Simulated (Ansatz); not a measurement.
## triplet C₂S: levels of theory in one basis

```json
{"atom": "C", "x (Å)": "-0.0141", "y (Å)": "-0.0352", "z (Å)": "-1.4351"}
{"atom": "C", "x (Å)": "0.0315", "y (Å)": "0.0092", "z (Å)": "-0.1205"}
{"atom": "S", "x (Å)": "0.0326", "y (Å)": "0.0368", "z (Å)": "1.4947"}
```

Basis set: def2-SVP (spherical functions). Left uncorrelated: 7 orbitals. Correlation on ROHF uses semicanonical orbitals with singles. Charge 0, multiplicity 3.

Computed with Ansatz (development build ahead of 0.2.0); each method stands on the lowest determinant of its kind that the runs found.

```csv
method,E − E(ROHF) (eV),<S²> of the determinant
ROHF,0.00,–
UHF,-0.47,2.12
UHF-MP2,-9.26,2.12
ROHF-CCSD(T),-10.60,–
UHF-CCSD(T),-10.59,2.12
```

Q: What does ROHF-MP2 give on the same scale?

A: -9.48 eV.

Q: Is a single determinant a sound starting point here?

A: Only with care. Unrestricted orbitals gain 0.47 eV and <S²> is 2.12 against 2.00 for a pure state, a contamination that matters most for the unrestricted series.

Caution for UHF, UHF-MP2, UHF-CCSD(T): the unrestricted determinant is spin contaminated.
